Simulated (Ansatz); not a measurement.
Geometry optimisation, RKS revPBE/def2-SVP in Ansatz 0.2.0.

The input (input.yaml):

```yaml
crystal:
  periodic: [false, false, false]
  atoms:
    - { symbol: Si, position_ang: [-0.560964, 0.501383, -0.290951] }
    - { symbol: H, position_ang: [0.021503, -2.138121, -0.674498] }
    - { symbol: H, position_ang: [-1.748509, -0.393056, -0.511304] }
    - { symbol: H, position_ang: [-1.056357, 1.930674, -0.310379] }
    - { symbol: C, position_ang: [0.255126, 0.17579, 1.382894] }
    - { symbol: H, position_ang: [0.491286, -1.915489, -1.151304] }
    - { symbol: O, position_ang: [0.573091, 0.313415, -1.597797] }
    - { symbol: H, position_ang: [-0.416176, 0.50378, 2.207717] }
    - { symbol: H, position_ang: [0.503397, -0.895269, 1.540646] }
    - { symbol: H, position_ang: [1.199966, 0.75841, 1.456507] }
    - { symbol: H, position_ang: [0.737736, 1.158484, -2.051432] }
basis:
  gaussian: { orbitals: def2-SVP }
hamiltonian:
  xc: revpbe
relax:
  f_tol: 0.03
  max_steps: 50
```

Command:

```bash
$ ansatz run input.yaml --threads 2 --pin off --max-ram 3072MiB --backend cpu --events-out ev --progress --plain --runs-dir out
```

Problem. Where does it end, and by what steps?

Solution. The run converged. The force dipped under the threshold on the way, but the program's further checks kept it going. After 20 steps the energy has fallen by 0.318 eV; H2 moved furthest, 1.87 Å.

```
step  energy less start (eV)  largest force component (eV/Å)  accepted
   0                  0.0000                           1.647       yes
   1                 -0.1443                           0.440       yes
   2                 -0.1912                           0.257       yes
   3                 -0.2222                           0.293       yes
   4                 -0.2422                           0.448       yes
   5                 -0.2551                           0.451       yes
   6                 -0.2635                           0.472       yes
   7                 -0.2737                           0.563       yes
   8                 -0.2948                           0.329       yes
   9                 -0.2867                           0.336        no
  10                 -0.3015                           0.127       yes
  11                 -0.3057                           0.194       yes
  12                 -0.3083                           0.466       yes
  13                 -0.3114                           0.206       yes
  14                 -0.3140                           0.085       yes
  15                 -0.3159                           0.040       yes
  16                 -0.3168                           0.097       yes
  17                 -0.3172                           0.058       yes
  18                 -0.3175                           0.016       yes
  19                 -0.3176                           0.019       yes
  20                 -0.3177                           0.012       yes
```

```xyz
11
Properties=species:S:1:pos:R:3
Si -0.597 0.876 -0.072
H 0.931 -3.180 -1.931
H -2.029 0.397 -0.164
H -0.606 2.370 -0.301
C 0.129 0.474 1.618
H 0.840 -2.456 -1.697
O 0.383 0.100 -1.222
H -0.463 0.965 2.419
H 0.120 -0.620 1.805
H 1.177 0.830 1.693
H 0.115 0.244 -2.147
```

Whether the end is a true minimum wasn't checked by a vibrational analysis.

Time of the run: 20 s on 2 threads of Intel(R) Xeon(R) Platinum 8488C (Sapphire Rapids), on a shared host, peak memory 0.14 GiB.
